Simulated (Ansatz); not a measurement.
**[H···H···Cl], doublet in cc-pVTZ: errors against UCCSDT(Q)**

Geometry: a point of a hydrogen-transfer path between rigid fragments, not a stationary point.

| atom | x (Å) | y (Å) | z (Å) |
| --- | --- | --- | --- |
| H | 0.0000 | 0.0000 | -1.0970 |
| H | 0.0000 | 0.0000 | -0.2170 |
| Cl | 0.0000 | 0.0000 | 1.3140 |

Basis cc-pVTZ; Ansatz 0.2.0. Only valence electrons are correlated (noble-gas cores frozen), which leaves 9 electrons in 57 orbitals. Prefix R: restricted or restricted open-shell reference; prefix U: unrestricted. Active spaces: pair = (3e, 3o) about the gap; valence = (9e, 6o) chosen from the atoms' valence shells.

Full CI isn't at hand for all of this; UCCSDT(Q) serves as the reference, and is uncertain by about the last step of the cluster series. The frozen core follows each run's orbitals, which can shift R against U totals by a few meV.

For open shells CISD is restricted-active-space CI with the open shells as a complete middle space.

- UHF ⟨S²⟩: 0.793
- T1 diagnostic (RCCSD): 0.0212
- largest doubles amplitude (RCCSD): 0.063
- T1 diagnostic (UCCSD): 0.0148

```json
{"level": "UHF", "E − E(RHF) (eV)": "-0.3361"}
{"level": "RMP2", "E − E(RHF) (eV)": "-6.0767"}
{"level": "UMP2", "E − E(RHF) (eV)": "-5.9961"}
{"level": "RCCSD", "E − E(RHF) (eV)": "-6.7407"}
{"level": "UCCSD", "E − E(RHF) (eV)": "-6.7482"}
{"level": "RCCSD(T)", "E − E(RHF) (eV)": "-6.9693"}
{"level": "UCCSD(T)", "E − E(RHF) (eV)": "-6.9677"}
```

Task: Estimate how far UCCSDT(Q) in cc-pVTZ lies from RCCSD(T). The table doesn't fix it; the size of (T) and the diagnostics are the guide.

Result: UCCSDT(Q) in cc-pVTZ lies 2.6 kJ/mol below RCCSD(T), which is 12 % of the (T) step (-22.1 kJ/mol). The diagnostics are small and one determinant leads, so the series closes fast and only a small part of (T) is left.

The other levels:

| level | E − E(UCCSDT(Q)) (kJ/mol) | share of correlation (%) | wall time |
| --- | --- | --- | --- |
| CISD | 62.1 | 90.81 | 3.2 s |
| BCCD(T) | 2.7 | 99.60 | 2.9 s |
| RCCSDT | 0.9 | 99.86 | – |
| UCCSDT | 0.8 | 99.88 | – |
| RCCSDT(Q) | 0.1 | 99.99 | 61 s |
| CASSCF (pair space) | 601.4 | 10.91 | – |
| NEVPT2 (pair space) | 86.0 | 87.26 | 1.6 s |
| CASSCF (valence space) | 596.3 | 11.67 | – |
| NEVPT2 (valence space) | 139.3 | 79.37 | 1.2 s |
| MRCISD (valence space) | 50.1 | 92.58 | – |
| MRCISD+Q (valence space) | 7.9 | 98.84 | 1.9 s |

The correlation energy at UCCSDT(Q), counted from RHF, is -6.996 eV. That run took 51 s on 1 thread of Intel Xeon Platinum 8375C, shared host.

Times hold each run's SCF and search for its determinant on a shared host, so for small cases they say little of a method's own cost; they ran on 1 thread of Intel Xeon Platinum 8375C.

Natural occupations of CASSCF (valence space) about the gap: 2.000 2.000 1.999 1.964 1.001 0.037; effectively unpaired electrons, Σ n²(2−n)², 1.01.
